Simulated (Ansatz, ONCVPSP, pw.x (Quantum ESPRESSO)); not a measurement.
**Equation-of-state test of one ONCV potential (tantalum)**

Ta, optimised norm-conserving Vanderbilt (ONCV), made with ONCVPSP 4.0.1.1 (patched build) (PBEsol, scalar-relativistic). Core [Kr] 4d10 4f14, reference 5s2 5p6 5d3 6s2. Waves: 5s+6s: rc 1.80 bohr, ncon 4, nbas 8, qcut 7.7 1/bohr, 2 projectors; 5p: rc 1.75 bohr, ncon 3, nbas 6, qcut 10 1/bohr, 2 projectors, debl 1.7 Ha; 5d: rc 1.80 bohr, ncon 4, nbas 8, qcut 6.2 1/bohr, 2 projectors, debl 3.5 Ha. Local part: polynomial inside 1.70 bohr (lpopt 5, dvloc0 1 Ha). Core correction: Teter function, fcfact 3.25, rcfact 1.8.

Crystal test: bcc Ta in pw.x 7.5, no spin, 14³ k-points, Fermi–Dirac smearing 0.01 Ry, cutoffs 70/280 Ry. The lattice is a test structure that the element need not adopt, and mesh and smearing are coarse.

pw.x input:

```
&control
  calculation='scf', prefix='x', pseudo_dir='./', outdir='./tmp', tstress=.true., disk_io='none'
/
&system
  ibrav=0, nat=1, ntyp=1, ecutwfc=70, ecutrho=280, nbnd=14,
  occupations='smearing', smearing='fd', degauss=0.01
/
&electrons
  conv_thr=1e-09, mixing_beta=0.4, electron_maxstep=70
/
ATOMIC_SPECIES
Ta 1.0 Ta.UPF
CELL_PARAMETERS angstrom
  -1.63712042 1.63712042 1.63712042
  1.63712042 -1.63712042 1.63712042
  1.63712042 1.63712042 -1.63712042
ATOMIC_POSITIONS crystal
Ta 0.0000 0.0000 0.0000
K_POINTS automatic
14 14 14 0 0 0
```

```bash
pw.x < Ta.scf.in > Ta.scf.out
```

Q: How does the run end?

A: It converges; the pressure is -1.10 GPa against 1.56 GPa from all-electron LAPW.  The log shows:

```
     number of electrons       =        13.00
     number of Kohn-Sham states=           14
     kinetic-energy cutoff     =      70.0000  Ry
     charge density cutoff     =     280.0000  Ry
     scf convergence threshold =      1.0E-09
     Exchange-correlation= PBESOL
     number of k points=   104  Fermi-Dirac smearing, width (Ry)=  0.0100
     iteration #  1     ecut=    70.00 Ry     beta= 0.40
     total energy              =    -134.87074691 Ry
     estimated scf accuracy    <       0.02402105 Ry
     iteration #  2     ecut=    70.00 Ry     beta= 0.40
     total energy              =    -134.87055544 Ry
     estimated scf accuracy    <       0.00378797 Ry
     iteration #  3     ecut=    70.00 Ry     beta= 0.40
     total energy              =    -134.87108756 Ry
     estimated scf accuracy    <       0.00016230 Ry
     iteration #  4     ecut=    70.00 Ry     beta= 0.40
     total energy              =    -134.87109567 Ry
     estimated scf accuracy    <       0.00000454 Ry
     iteration #  5     ecut=    70.00 Ry     beta= 0.40
     total energy              =    -134.87109637 Ry
     estimated scf accuracy    <       0.00000017 Ry
     iteration #  6     ecut=    70.00 Ry     beta= 0.40
     total energy              =    -134.87109640 Ry
     estimated scf accuracy    <          5.6E-09 Ry
     iteration #  7     ecut=    70.00 Ry     beta= 0.40
     the Fermi energy is    18.8429 ev
!    total energy              =    -134.87109640 Ry
     estimated scf accuracy    <          4.4E-10 Ry
     smearing contrib. (-TS)   =      -0.00538238 Ry
     The total energy is F=E-TS. E is the sum of the following terms:
     one-electron contribution =     -14.01196152 Ry
     hartree contribution      =      14.20712111 Ry
     xc contribution           =     -35.66070251 Ry
     ewald contribution        =     -99.40017110 Ry
     convergence has been achieved in   7 iterations
          total   stress  (Ry/bohr**3)                   (kbar)     P=      -10.97
     Message from routine punch:
     Nothing written, as per user request (disk_io='none')
```
